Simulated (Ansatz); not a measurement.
The inner images of a band of CH₂OS (5 atoms, charge 0, multiplicity 1) are given out of order.

All numbers below come from RKS r2SCAN-D4/def2-SVPD in Ansatz.

First end point:

```xyz
5
Properties=species:S:1:pos:R:3
H -0.527 -1.639 -0.344
S 0.592 -0.945 -0.659
C 0.066 0.548 0.171
H 0.840 1.344 0.073
O -0.971 0.692 0.759
```

Last end point:

```xyz
5
Properties=species:S:1:pos:R:3
H -1.155 -0.877 0.264
S 1.188 -0.764 -0.897
C 0.285 0.285 -0.040
H 0.593 1.316 0.189
O -0.911 0.041 0.484
```

**Question.** Put them in order from the first end to the last, with their energies above the first end.
A.
```xyz
5
Properties=species:S:1:pos:R:3
H -0.573 -1.414 -0.237
S 0.629 -0.981 -0.689
C 0.105 0.502 0.134
H 0.802 1.363 0.100
O -0.963 0.530 0.692
```
B.
```xyz
5
Properties=species:S:1:pos:R:3
H -0.720 -1.008 -0.008
S 0.766 -0.969 -0.757
C 0.191 0.399 0.052
H 0.712 1.365 0.146
O -0.948 0.213 0.567
```
C.
```xyz
5
Properties=species:S:1:pos:R:3
H -0.835 -0.905 0.091
S 0.882 -0.918 -0.798
C 0.228 0.365 0.020
H 0.672 1.363 0.165
O -0.947 0.095 0.523
```
D.
```xyz
5
Properties=species:S:1:pos:R:3
H -0.614 -1.188 -0.130
S 0.671 -0.998 -0.719
C 0.143 0.450 0.095
H 0.753 1.368 0.126
O -0.952 0.369 0.627
```
E.
```xyz
5
Properties=species:S:1:pos:R:3
H -0.992 -0.881 0.180
S 1.035 -0.846 -0.849
C 0.260 0.326 -0.012
H 0.626 1.346 0.182
O -0.930 0.055 0.499
```

**Answer.** A (+15.4 kJ/mol), D (+69.5 kJ/mol), B (+125.5 kJ/mol), C (+77.2 kJ/mol), E (+24.1 kJ/mol).

Time of the run: 43 s on 2 threads of Intel(R) Xeon(R) 6975P-C (Granite Rapids) (shared host), peak memory 0.16 GiB.
